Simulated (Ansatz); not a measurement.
Double-hcp La was calculated with HSE06 (Ansatz, a first-principles code, plane waves, PAW).

Numerical settings: plane-wave cutoff 500 eV, 12×12×2 k mesh (along the axes of the cell as run), Fermi–Dirac smearing 0.1 eV, scalar-relativistic PAW data made under PBE.

Computed at the level's own relaxed cell.

**Question.** What does this level give for the volume per atom, equilibrium lattice constant a and c axis length?

**Answer.** 
volume per atom: 38.81 Å³/atom
equilibrium lattice constant a: 3.818 Å
c axis length: 12.300 Å

Measured, for comparison: lattice constant a 3.774 Å, lattice parameter c 12.171 Å (293 K, not corrected to a static lattice; as tabulated in Wikipedia's data pages). Computed (rounded) less measured: lattice constant a +1.2 %, lattice parameter c +1.1 %.

Note: exact exchange on metals is sensitive to the k mesh and can open a false gap; the run warned that the count of filled bands differs between k points.

Spin–orbit coupling is not included.
